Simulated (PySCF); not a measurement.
Bonds broken one at a time in the series B OH-I. Isolated molecules, 0 K electronic values unless said otherwise. One relaxed conformer stands for each flexible species; it need not be the lowest. Strings in code marks are SMILES.

Calculation: PySCF with CAM-B3LYP-D3(BJ)/def2-TZVP. 

```
species                                                                    highest occupied spin orbital (eV)
-------------------------------------------------------------------------  ----------------------------------
radical fragment (`O[B]O` (H–O–B–O torsion 0°, O–B–O–H torsion 180°))                                   -7.28
radical fragment (`[OH]`)                                                                              -10.72
whole molecule (`B(O)(I)O` (H–O–B–I torsion -180°, I–B–O–H torsion 180°))                                   –
radical fragment (`[I]`)                                                                                  ___
whole molecule (`OB(I)I` (H–O–B–I torsion 0°))                                                              –
radical fragment (`I[B]I`)                                                                              -7.19
```

### Question
Some entries are withheld; supply them.

### Answer

- radical fragment (`[I]`), highest occupied spin orbital (eV): -9.17
